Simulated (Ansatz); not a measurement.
## Worked example: correlation energy of Ge–Al–OH, triplet

Geometry: displaced at random from a stationary point.

| atom | x (Å) | y (Å) | z (Å) |
| --- | --- | --- | --- |
| Al | 0.0646 | 0.0237 | -0.4670 |
| Ge | -0.1003 | 0.0321 | -2.8746 |
| O | -0.0237 | -0.0003 | 1.1879 |
| H | 0.0594 | -0.0556 | 2.1537 |

Basis cc-pVDZ; Ansatz 0.2.0. Only valence electrons are correlated (noble-gas cores and the filled d shells of p-block atoms frozen), which leaves 14 electrons in 44 orbitals. Prefix R: restricted or restricted open-shell reference; prefix U: unrestricted. No spin–orbit coupling is included, and no scalar relativity.

Full CI isn't at hand for all of this; UCCSDT(Q) serves as the reference, and is uncertain by the last step of the cluster series or more.

UCCSD has a T1 diagnostic of 0.021 and a largest doubles amplitude of 0.07.

Runs differ by some tens of microhartree through their thresholds and, for an open shell, their frozen cores, so steps under 0.03 kcal/mol mean nothing.

Here the R and U totals at CCSDT(Q) differ by 0.18 kcal/mol, a measure of how far such totals hang on the determinant and its frozen core.

| level | total energy (hartree) |
| --- | --- |
| UHF | -2392.721821 |
| UMP2 | -2393.014770 |
| UCCSD | -2393.039921 |
| UCCSD(T) | -2393.049229 |
| UCCSDT | -2393.050553 |
| UCCSDT(Q) | -2393.051651 |

Problem. What is the correlation energy at UCCSDT(Q), and what share of it do UMP2 and UCCSD(T) recover?

Solution. E(corr) = -2393.051651 − (-2392.721821) = -0.329830 hartree = -8.975 eV. UMP2: -0.292949 / -0.329830 = 88.82 %. UCCSD(T): -0.327408 / -0.329830 = 99.27 %.

Problem. By how many kcal/mol does UCCSD(T) miss UCCSDT(Q) (1 hartree = 627.509 kcal/mol), and which steps make up the rest?

Solution. -2393.049229 − (-2393.051651) = 0.002422 hartree = 1.52 kcal/mol. Steps: UCCSDT − UCCSD(T) = -0.83, UCCSDT(Q) − UCCSDT = -0.69 kcal/mol. Differences between like states or geometries often cancel part of this.
